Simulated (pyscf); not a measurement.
Routes from HCl + H₂N–B(Cl)–Cl

Candidate steps break at most two bonds and form at most two. Each was searched with GFN2-xTB (tblite) first. PySCF, gas phase, ωB97X-D3(BJ)/def2-SVP geometries. Energies: ωB97M-D3(BJ)/def2-TZVP, kcal/mol, from the separated reactants, singlet surface; ΔG‡ with ideal gas, 1 atm, RRHO with modes under 100 cm⁻¹ raised to 100, one conformer, R ln 2 for chiral ones without a mode under 150 cm⁻¹.

```
products                            type   ΔE‡     ΔE  ΔG‡ 298 K  ΔG‡ 900 K  ν‡ (cm⁻¹)
------------------  --------------------  ----  -----  ---------  ---------  ---------
Cl–B(Cl)–Cl + NH₃   four-centre exchange  17.9  +12.6       27.1       47.3      1126i
H₂N–B(Cl)–Cl + HCl  four-centre exchange  33.1    0.0       40.2       58.5       917i
```

Row 1: On the product side the descent ends in an adduct with a B–N contact, 26.3 kcal/mol under the separated species and 32.0 kcal/mol under the saddle at ωB97X-D3(BJ)/def2-TZVP. 

Plain bond fissions and candidates not yet searched are not listed, and one of them may be faster. Each barrier is that of the saddle found; lower ones may exist.
